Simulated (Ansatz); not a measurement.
**CH3S (doublet): wave-function methods side by side, cc-pVDZ**

An exercise on one series of results from a longer session: the logs are not shown, and one member is left open.

Method: cc-pVDZ, core rule «outside noble gas», up to 6 orbitals frozen; program: Ansatz 0.2.0, Gaussian basis.

Plan: UHF; CCSD(T) on ROHF; CCSD(T) on UHF; BCCD(T) on ROHF; CISD as a restricted active space (open shells left free, so some higher excitations enter); CCSDT(Q) on ROHF; CCSDT(Q) on UHF; CASSCF and NEVPT2, 13 electrons in 11 orbitals.

19 further runs of the same task are left out: 10 that didn't finish, 9 set aside as unsound or not needed. Runs told in other sessions of the task aren't counted.

## The system

The geometry is a PBE0/def2-TZVP stationary point (not a proven minimum).

5 atoms, charge 0, spin multiplicity 2.

Atoms are counted from 1 here; the program's logs count them from 0.

Bond lengths: C1–S2 1.707 Å, C1–H3 1.078 Å, C1–H4 1.079 Å, S2–H5 1.342 Å. Angles: S2–C1–H3 122.0°, S2–C1–H4 116.9°, H3–C1–H4 121.1°, C1–S2–H5 98.1°.

Coordinates:

```xyz
5
charge 0, multiplicity 2
C     0.00000    0.04961    1.17959
S     0.00000   -0.06169   -0.52418
H     0.00000    0.99898    1.69020
H     0.00000   -0.87923    1.72895
H     0.00000    1.25160   -0.79983
```

Set-up of the first run:

in.yaml reads:

```yaml
crystal:
  periodic: [false, false, false]
  atoms:
    - {symbol: C, position_ang: [0.000000, 0.049608, 1.179588]}
    - {symbol: S, position_ang: [0.000000, -0.061689, -0.524179]}
    - {symbol: H, position_ang: [0.000000, 0.998979, 1.690196]}
    - {symbol: H, position_ang: [0.000000, -0.879228, 1.728954]}
    - {symbol: H, position_ang: [0.000000, 1.251603, -0.799831]}
basis:
  gaussian: {orbitals: cc-pVDZ}
magnetization: {spin_polarized: true, initial_magnetization: 1}
hamiltonian: {xc: hf}
output: {orbitals: {seedname: orbitals}}
```

Started as:

```console
ansatz run in.yaml --threads 1 --pin off --events-out ev --progress --plain --max-ram 2393MiB
```

Among the steps run: UHF; CCSD(T) on ROHF; CCSD(T) on UHF; BCCD(T) on ROHF; CISD as a restricted active space (open shells left free, so some higher excitations enter); CCSDT(Q) on ROHF; CCSDT(Q) on UHF; CASSCF and NEVPT2, 13 electrons in 11 orbitals.

One of the session's tables, all rows but one given; the rest of the session is left out.

```
        method  from UCCSDT(Q) (meV)
          ROHF               +8311.1
           UHF                     ?
          RMP2               +1172.1
          UMP2               +1193.1
          CISD                +940.0
         RCCSD                +250.5
         UCCSD                +247.2
      RCCSD(T)                 +36.0
      UCCSD(T)                 +36.6
       BCCD(T)                 +34.9
        RCCSDT                 +14.7
        UCCSDT                 +14.1
     RCCSDT(Q)                  +1.0
     UCCSDT(Q)                     0
CASSCF valence               +6006.0
NEVPT2 valence               +1284.6
```

**Question.** Estimate the row for UHF.

**Answer.** from UCCSDT(Q) (meV): +8164.9. In the column «from UCCSDT(Q) (meV)» it lies between CASSCF valence (+6006.0) and ROHF (+8311.1).

With the free atoms at the same levels and basis (separate runs), the atomisation energy is 14.647 eV at UCCSDT(Q), 14.632 eV at RCCSD(T), 14.630 eV at UCCSD(T), 11.408 eV at ROHF.

Limits of these values: Restricted and unrestricted rows rest on different reference determinants; a gap between their highest levels can come from leftover correlation error, from unlike frozen cores or from another state.
